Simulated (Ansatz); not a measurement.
C2H5NOS can be A, `N=C(S)CO`, or B, `C/N=C(/O)S`.

Calculated with Ansatz (gas phase, PBE0-D4/def2-TZVP geometries, no zero-point term in ΔE). CBS: MP2 limit from def2 TZ/QZ plus the TZ coupled-cluster correction, frozen cores. Functionals use def2-TZVPP. B3LYP here is the variant with VWN-RPA as its local correlation; programs differ in this. Each species was taken in one conformer, which may not be the lowest.

(1) Which isomer does CCSD(T)/CBS put lower? Give the gap. (An estimate is asked.)

(2) Give E(B) − E(A) in kJ/mol with CCSD/def2-TZVPP, CCSD(T)/def2-TZVPP, PBE0-D4, r2SCAN-D4, B3LYP, ωB97M-V, HF/def2-TZVPP. (Estimate.)

Largest T1 diagnostic: 0.014.

## Answers

(1) Ansatz gave: B, by 19.0 kJ/mol.

(2) Computed: CCSD/def2-TZVPP -18.7, CCSD(T)/def2-TZVPP -19.6, PBE0-D4 -26.7, r2SCAN-D4 -28.3, B3LYP -25.5, ωB97M-V -23.2, HF/def2-TZVPP -21.0. None reverses the order clearly.
